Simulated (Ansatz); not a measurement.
All values below come from Ansatz (a first-principles code) with PBE0-D3(BJ)/def2-TZVP. No frequencies were computed at this level.

Ansatz 0.2 input:
```yaml
crystal:
  periodic: [false, false, false]
  atoms:
    - { symbol: C, position_ang: [-1.588193, -0.293521, 0.205858] }
    - { symbol: C, position_ang: [-0.612974, 0.814026, -0.027294] }
    - { symbol: C, position_ang: [0.70135, 0.722429, -0.159148] }
    - { symbol: C, position_ang: [1.54188, -0.51166, -0.108153] }
    - { symbol: H, position_ang: [-1.10599, -1.264122, 0.265357] }
    - { symbol: H, position_ang: [-2.319313, -0.317754, -0.602393] }
    - { symbol: H, position_ang: [-2.131129, -0.117777, 1.134689] }
    - { symbol: H, position_ang: [-1.069873, 1.794345, -0.090641] }
    - { symbol: H, position_ang: [1.266922, 1.631491, -0.325069] }
    - { symbol: H, position_ang: [0.95232, -1.407571, 0.05885] }
    - { symbol: H, position_ang: [2.276598, -0.424963, 0.692512] }
    - { symbol: H, position_ang: [2.088402, -0.624922, -1.04457] }
basis:
  gaussian: { orbitals: def2-tzvp }
hamiltonian:
  xc: pbe0
  dispersion: d3bj
relax:
  max_steps: 150
```

Output:

```
Functional definition: PBE0
1072 factors; their error is unknown
mean field evaluation 1: about -4264.7545 eV, gradient 6.3e1 eV
mean field evaluation 2: about -4262.2010 eV, gradient 6.9e1 eV
mean field evaluation 4: about -4274.3043 eV, gradient 1.9e0 eV
mean field evaluation 8: about -4274.2921 eV, gradient 5.9e-2 eV
mean field evaluation 16: about -4274.2921 eV, gradient 2.3e-5 eV
mean field -4274.29209814 eV, -157.0773373875 hartree, gradient 2.3e-5 eV, S^2 0.000000; 0 other end points of the search recorded, 0 dependent functions left out
reference -4274.29212837 eV, -157.0773384982 hartree; 16, 16 occupied and 156, 156 virtual orbitals, 1072 factors
relax step   1: F+E_penalty+E_count = -4274.46781124 eV  Δ(F+E_penalty+E_count) = +0.000e0 eV  max|allowed force component| = 3.450e-1 eV/Å  Δτ_max = 0.0000 Å  (27 SCF iters, accepted)
these checks for a lower state are left out or cut short: starts, cluster_reference, orbital_swaps, neighbouring_geometries, increment
1072 factors; their error is unknown
mean field -4274.30110526 eV, -157.0776683929 hartree, gradient 2.3e-5 eV, S^2 0.000000; 0 other end points of the search recorded, 0 dependent functions left out
reference -4274.30113558 eV, -157.0776695072 hartree; 16, 16 occupied and 156, 156 virtual orbitals, 1072 factors
relax step   2: F+E_penalty+E_count = -4274.47654829 eV  Δ(F+E_penalty+E_count) = -8.737e-3 eV  max|allowed force component| = 1.812e-1 eV/Å  Δτ_max = 0.0140 Å  (29 SCF iters, accepted)
these checks for a lower state are left out or cut short: starts, cluster_reference, orbital_swaps, neighbouring_geometries, increment
1072 factors; their error is unknown
mean field -4274.30291892 eV, -157.0777350436 hartree, gradient 2.3e-5 eV, S^2 0.000000; 0 other end points of the search recorded, 0 dependent functions left out
reference -4274.30294929 eV, -157.0777361599 hartree; 16, 16 occupied and 156, 156 virtual orbitals, 1072 factors
relax step   3: F+E_penalty+E_count = -4274.47830509 eV  Δ(F+E_penalty+E_count) = -1.757e-3 eV  max|allowed force component| = 2.209e-2 eV/Å  Δτ_max = 0.0097 Å  (29 SCF iters, accepted)
these checks for a lower state are left out or cut short: starts, cluster_reference, orbital_swaps, neighbouring_geometries, increment
1072 factors; their error is unknown
mean field evaluation 32: about -4274.3226 eV, gradient 3.5e-4 eV
mean field -4274.30297251 eV, -157.0777370132 hartree, gradient 2.4e-5 eV, S^2 0.000000; 0 other end points of the search recorded, 0 dependent functions left out
reference -4274.30300289 eV, -157.0777381294 hartree; 16, 16 occupied and 156, 156 virtual orbitals, 1072 factors
relax step   4: F+E_penalty+E_count = -4274.47834372 eV  Δ(F+E_penalty+E_count) = -3.863e-5 eV  max|allowed force component| = 3.346e-3 eV/Å  Δτ_max = 0.0017 Å  (28 SCF iters, accepted)
1072 factors; their error is unknown
mean field -4274.30297251 eV, -157.0777370132 hartree, gradient 2.6e-5 eV, S^2 0.000000; 1 other end points of the search recorded, 0 dependent functions left out
reference -4274.30300289 eV, -157.0777381294 hartree; 16, 16 occupied and 156, 156 virtual orbitals, 1072 factors
Total energy: -4274.47837409 eV, -157.0841829023 hartree
Atom 0 at    -1.585324    -0.289603     0.205095 Å, force    -0.003347    -0.001490     0.000539 eV/Å
Atom 1 at    -0.615749     0.818847    -0.027549 Å, force     0.002812     0.000171    -0.000321 eV/Å
Atom 2 at     0.704653     0.726827    -0.160012 Å, force    -0.002769     0.000560     0.000230 eV/Å
Atom 3 at     1.539484    -0.507375    -0.108385 Å, force     0.003149    -0.001943    -0.000121 eV/Å
Atom 4 at    -1.106425    -1.266786     0.265704 Å, force     0.001193     0.000928    -0.000237 eV/Å
Atom 5 at    -2.328341    -0.329316    -0.597873 Å, force     0.000503     0.000386    -0.000067 eV/Å
Atom 6 at    -2.140617    -0.129842     1.134898 Å, force     0.000494     0.000376    -0.000128 eV/Å
Atom 7 at    -1.054298     1.812126    -0.094375 Å, force     0.002200    -0.000640    -0.000171 eV/Å
Atom 8 at     1.253506     1.651292    -0.325897 Å, force    -0.002255    -0.000328     0.000290 eV/Å
Atom 9 at     0.952447    -1.410272     0.059151 Å, force    -0.001077     0.001086    -0.000007 eV/Å
Atom 10 at     2.284198    -0.438216     0.691006 Å, force    -0.000456     0.000445    -0.000034 eV/Å
Atom 11 at     2.096466    -0.637682    -1.041766 Å, force    -0.000447     0.000450     0.000029 eV/Å
Dipole moment:    -0.002817    -0.048979     0.005943 e Å
```

Cost: very roughly 19 core-seconds.
